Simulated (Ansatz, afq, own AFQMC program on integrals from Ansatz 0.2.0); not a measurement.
## B, doublet in cc-pVDZ, levels against full CI

A free B atom.

Basis cc-pVDZ. Only valence electrons are correlated. Ansatz 0.2.0 and our own AFQMC program on the same integrals; the CISD trial comes from CCSD amplitudes, and released means the phaseless constraint is let go. Free AFQMC starts from the CCSD state and is never constrained. Its projection time is finite, and what remains of the start isn't in its error. Uncertainties: one standard error, sampling alone.

Determinant: UHF, the one that the program's search chose, which needn't be the lowest solution.

Full CI is exact in this basis; its frozen core comes from its own orbitals, which moves totals by up to a few meV.

Cautions: full CI with its own frozen core.

```
T1 diagnostic                               : 0.0110
weight of the determinant in the CISD state : 0.934
⟨S²⟩ of the determinant                     : 0.757
size of the correlated space                : 3 electrons in 13 orbitals
```

Reference: full CI, correlation energy -1.627 eV. The released energy is read at 1.50 1/Eh (meV from the phaseless value at times in 1/Eh: 0.3 ± 0.8 at 0.24, 0.1 ± 0.9 at 0.50, -1.7 ± 0.8 at 1.00, -3.8 ± 0.9 at 1.50).

| level | E − E(reference) (kJ/mol) | share of correlation (%) |
| --- | --- | --- |
| HF | 157.0 | 0.00 |
| MP2 | 61.1 | 61.06 |
| CCSD | 3.0 | 98.07 |
| CCSD(T) | 0.9 | 99.41 |
| ph-AFQMC/HF | 12.9 ± 1.6 | 91.80 |
| ph-AFQMC/CISD | 0.3 ± 0.07 | 99.83 |
| released AFQMC | -0.1 ± 0.09 | 100.06 |
| free AFQMC | -0.1 ± 0.1 | 100.07 |

Free projections are given only where their last times agree within the noise and don't stop above the reference; a slow remainder of the start can still hide under it. A walk keeps the symmetry of its determinant, which the program's search chose and which needn't be the lowest solution, so a lower state of the same spin and another symmetry isn't excluded. Released energies are given only where the last usable release times agree within the noise; a slower fall can still hide under it.
